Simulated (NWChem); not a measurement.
SiH4; SMILES [SiH4]

```xyz
5

Si     0.0000     0.0000     0.0000
H     -0.8618     0.8618     0.8618
H      0.8618    -0.8618     0.8618
H      0.8618     0.8618    -0.8618
H     -0.8618    -0.8618    -0.8618
```
Atoms are numbered in this order, from 1.

Geometry: optimised at PBE0/def2-SVP.

 Unshifted, non-relativistic core excitations; the lowest 4 roots alone, so stronger bands may lie above.

Q: List the first Si K-edge excitations from PBE0/6-311G** (spherical d), restricted-window TDA (NWChem).

A: 
```
state  energy (eV)  dipole oscillator strength           leading excitation (squared amplitude)
-----  -----------  --------------------------  -----------------------------------------------
S1          1801.2                      0.0023    1s of atom 1 or its equivalents → LUMO (0.97)
S2          1801.2                      0.0023  1s of atom 1 or its equivalents → LUMO+1 (0.97)
S3          1801.2                      0.0023  1s of atom 1 or its equivalents → LUMO+2 (0.97)
S4          1801.8                      0.0000  1s of atom 1 or its equivalents → LUMO+3 (0.99)
```
